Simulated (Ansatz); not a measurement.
Counterpoise correction, worked out

The pair of NH₄⁺ (SMILES [NH4+], atoms 1–5) and CH₄ (SMILES C, atoms 6–10), both closed shells, in one local arrangement (a lower one may exist), relaxed at PBE0-D4/def2-TZVP:

N1  (0.160, 0.108, -1.579)
H2  (0.188, 1.099, -1.825)
H3  (-0.611, -0.343, -2.075)
H4  (0.023, 0.009, -0.558)
H5  (1.042, -0.333, -1.850)
C6  (-0.156, -0.105, 1.553)
H7  (0.756, 0.478, 1.402)
H8  (-0.303, -0.208, 2.627)
H9  (-0.062, -1.116, 1.147)
H10  (-1.036, 0.412, 1.159)
(Å)

Ansatz 0.2.0; basis: def2-TZVPPD; cores frozen in the correlated methods.

MP2 total energies in eV:

| system | geometry | basis functions | energy |
| --- | --- | --- | --- |
| pair | pair | all | -2645.38355 |
| NH₄⁺ | as in the pair | all (partner as ghosts) | -1545.47220 |
| CH₄ | as in the pair | all (partner as ghosts) | -1099.67583 |
| NH₄⁺ | as in the pair | its own | -1545.46762 |
| CH₄ | as in the pair | its own | -1099.66728 |
| NH₄⁺ | free (PBE0-D4 minimum) | its own | -1545.47114 |
| CH₄ | free (PBE0-D4 minimum) | its own | -1099.68732 |

Q: Work out the interaction energy with and without the counterpoise correction, the superposition error, and the binding energy from the relaxed fragments.

A: Without correction: -2645.38355 − (-1545.46762) − (-1099.66728) = -0.24865 eV.
With correction (each fragment in the whole basis): -2645.38355 − (-1545.47220) − (-1099.67583) = -0.23552 eV = -5.43 kcal/mol.
The superposition error is the difference, 0.01313 eV, 5 % of the uncorrected value: each fragment borrows its partner's functions.
Deformation from the free shapes: 0.00352 eV for NH₄⁺ and 0.02004 eV for CH₄.
Binding energy from relaxed fragments: -0.23552 + 0.00352 + 0.02004 = -0.21196 eV = -4.89 kcal/mol (electronic, without zero-point energy; negative means bound). For comparison, the corrected interaction energy by CCSD(T) at an estimated basis limit (MP2 extrapolated from triple and quadruple zeta, plus CCSD(T) − MP2 in triple zeta) is -0.248 eV.

The T1 diagnostic stays at or below 0.008.

For scale, one of the runs: CCSD(T)/def2-TZVPPD, 210 basis functions (an equivalent command: `ansatz run in.yaml --threads 2`). The run took 41 s on 2 CPU threads (shared host), with 2.9 GiB of host memory at its peak.
